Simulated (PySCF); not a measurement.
# Core binding energy against partial charge

C3H5FS.
Structure used (PBE0-D3(BJ)/def2-SVP), in Å, numbered top down from 1:
```xyz
10
C3H5FS angstrom
F     -1.476    1.152    0.945
C     -0.697    0.643   -0.040
C     -0.732   -0.823   -0.273
C      0.480   -0.179    0.365
S      1.996   -0.149   -0.580
H     -0.596    1.325   -0.891
H     -1.369   -1.417    0.386
H     -0.651   -1.186   -1.301
H      0.585   -0.346    1.442
H      2.451    1.041   -0.127
```

Binding energies: PySCF, delta-SCF UKS SCAN, pcX-2 on the ionised atom, pcseg-1 elsewhere, spin-free X2C. Charges: PBE0/pcSseg-1 ground-state density, for the ionised atom.

```csv
atom,environment,C 1s (eV),Mulliken (e),IAO (e),Hirshfeld (e),ESP (e)
C3,three-membered-ring carbon,291.25,-0.211,-0.301,-0.095,-0.312
C4,sp3 carbon bound to sulfur,291.67,-0.403,-0.257,-0.065,-0.069
C2,sp3 C–F carbon,293.22,+0.235,+0.165,+0.041,+0.083
```

Problem. Give the correlation coefficient and slope of binding energy on charge for each scheme.

Solution. Hirshfeld: r = 1.00, slope 14.5 eV per e; IAO: r = 0.99, slope 4.0 eV per e; ESP: r = 0.90, slope 4.7 eV per e; Mulliken: r = 0.88, slope 2.8 eV per e. On 3 points no scheme stands out.

Problem. The point-charge model writes a binding energy as kq + V + constant, with V the potential of the other atoms' charges at the site. What does it give with the ESP charges?

Solution. V = Σ 14.40 eV Å × q/r over all other atoms: +4.32 eV at C3, +0.22 eV at C4, -1.79 eV at C2. Fitting binding energy − V to q gives k = 20.3 eV per e and leaves an rms residual of 0.21 eV, against 0.37 eV for the fit on q alone. The model has no term for differences in relaxation between sites.

Geometry: PBE0-D3(BJ)/def2-SVP, one conformer, isolated molecule.
